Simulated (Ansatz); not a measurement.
Basis sets compared for [BMeH3]- (CH₆B⁻). Total charge -1; singlet. Geometry PBE-D4/def2-TZVPD. Ansatz on 2 threads of Arm Neoverse V1 on a shared host; times are rough, and most runs start from earlier orbitals.

```xyz
8

B    -0.781    0.101   -0.230
C     0.790   -0.102    0.233
H     0.955   -1.053    0.780
H     1.145    0.705    0.907
H     1.491   -0.115   -0.626
H    -0.925    1.182   -0.840
H    -1.537    0.109    0.764
H    -1.140   -0.826   -0.988
```

B3LYP takes the VWN-RPA correlation.

| level | functions | energy (Eh) | HOMO (eV) | LUMO (eV) | wall time |
| --- | --- | --- | --- | --- | --- |
| HF/STO-3G | 16 | -65.1360 | -2.20 | 24.77 | 0.1 s |
| HF/6-31G | 30 | -65.9797 | -4.51 | 12.08 | 0.15 s |
| PBE-D4/def2-SVPD | 88 | -66.4169 | -0.46 | 4.40 | 0.65 s |
| B3LYP-D4/6-31G | 30 | -66.5598 | -0.84 | 8.39 | 0.4 s |
| PBE0-D4/def2-SVPD | 88 | -66.4370 | -1.72 | 4.92 | 0.7 s |

(1) Estimate the rows for HF/def2-TZVPD, PBE-D4/def2-TZVPD, B3LYP-D4/def2-TZVPD, PBE0-D4/def2-TZVPD (with forces).

Answers

(1) 
```
                           level  functions  energy (Eh)  HOMO (eV)  LUMO (eV)  wall time
                   HF/def2-TZVPD        128     -66.0421      -4.97       4.97     0.35 s
               PBE-D4/def2-TZVPD        128     -66.4875      -0.53       3.64        1 s
             B3LYP-D4/def2-TZVPD        128     -66.6207      -1.63       3.86      1.3 s
PBE0-D4/def2-TZVPD (with forces)        128     -66.5057      -1.78       4.05      1.8 s
```
